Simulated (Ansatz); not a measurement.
# P2 (quintet): wave-function methods side by side, cc-pVTZ

Aim: climb from Hartree-Fock through coupled cluster and multireference methods for P2 (quintet) at one geometry and basis, and see what each rung misses.

Program: Ansatz 0.2.0, Gaussian basis. Level of theory: cc-pVTZ, core rule «outside noble gas», up to 10 orbitals frozen. These are calculated values, not measurements.

To be run: UHF; CCSD(T) on ROHF; CCSD(T) on UHF; BCCD(T) on ROHF; CISD as a restricted active space (open shells left free, so some higher excitations enter); CCSDT(Q) on ROHF; CCSDT(Q) on UHF; CASSCF and MRCISD+Q, 10 electrons in 8 orbitals; CASSCF and NEVPT2, 10 electrons in 8 orbitals.

20 further runs of the same task are left out: 9 that didn't finish, 11 set aside as unsound or not needed. Runs told in other sessions of the task aren't counted.

### Step 1. What is computed

The geometry is a PBE0/def2-TZVP stationary point (not a proven minimum) of the parent state, kept for this charge and spin.

2 atoms, charge 0, spin multiplicity 5.

Atoms are counted from 1 here; the program's logs count them from 0.

Bond lengths: P1–P2 2.056 Å.

### Step 2. UHF

Contents of in.yaml:

```yaml
crystal:
  periodic: [false, false, false]
  atoms:
    - {symbol: P, position_ang: [0.000000, 0.000000, 0.000000]}
    - {symbol: P, position_ang: [0.000000, 0.000000, 2.055800]}
basis:
  gaussian: {orbitals: cc-pVTZ}
magnetization: {spin_polarized: true, initial_magnetization: 4}
hamiltonian: {xc: hf}
output: {orbitals: {seedname: orbitals}}
```

On the command line:

```console
$ ansatz run in.yaml --threads 1 --pin off --events-out ev --progress --plain --max-ram 2393MiB
```

After this run come: CCSD(T) on ROHF; CCSD(T) on UHF; BCCD(T) on ROHF; CISD as a restricted active space (open shells left free, so some higher excitations enter); CCSDT(Q) on ROHF; CCSDT(Q) on UHF; CASSCF and MRCISD+Q, 10 electrons in 8 orbitals; CASSCF and NEVPT2, 10 electrons in 8 orbitals.

**Question.** What will the summary of the whole plan be? Wanted: UCCSDT(Q) from the RHF energy; RMP2 from UCCSDT(Q); UMP2 from UCCSDT(Q); RCCSD from UCCSDT(Q); RCCSD(T) from UCCSDT(Q); UCCSD(T) from UCCSDT(Q); RCCSDT(Q) from UCCSDT(Q); NEVPT2 valence from UCCSDT(Q); MRCISD+Q valence from UCCSDT(Q).

The runs gave:

| quantity | value |
| --- | --- |
| UCCSDT(Q) from the ROHF energy | -6.8078 eV |
| RMP2 from UCCSDT(Q) | +1248.8 meV |
| UMP2 from UCCSDT(Q) | +1353.2 meV |
| RCCSD from UCCSDT(Q) | +344.0 meV |
| RCCSD(T) from UCCSDT(Q) | +59.6 meV |
| UCCSD(T) from UCCSDT(Q) | +58.9 meV |
| RCCSDT(Q) from UCCSDT(Q) | +2.7 meV |
| NEVPT2 valence from UCCSDT(Q) | +1408.4 meV |
| MRCISD+Q valence from UCCSDT(Q) | +107.0 meV |
| levels within 1 kcal/mol (43 meV) | RCCSDT, UCCSDT, RCCSDT(Q) |
| T1 diagnostic | 0.022 |
| effectively unpaired electrons | 4.01 |

What this shows: RCCSD(T) lands +59.6 meV from the yardstick (0.9 % of the correlation energy). One determinant dominates. Of the multireference levels listed MRCISD+Q valence comes nearest in total energy (+107.0 meV), which doesn't show that its space is the better one. These misses are within one basis, not against nature; the frozen cores of restricted and unrestricted runs differ, which can shift their rows.

With open shells the CI space here admits some higher excitations, so it is larger than plain CISD.

Huber and Herzberg's tables give the ground state of this molecule as 1Σg+; the runs here treat another spin state.
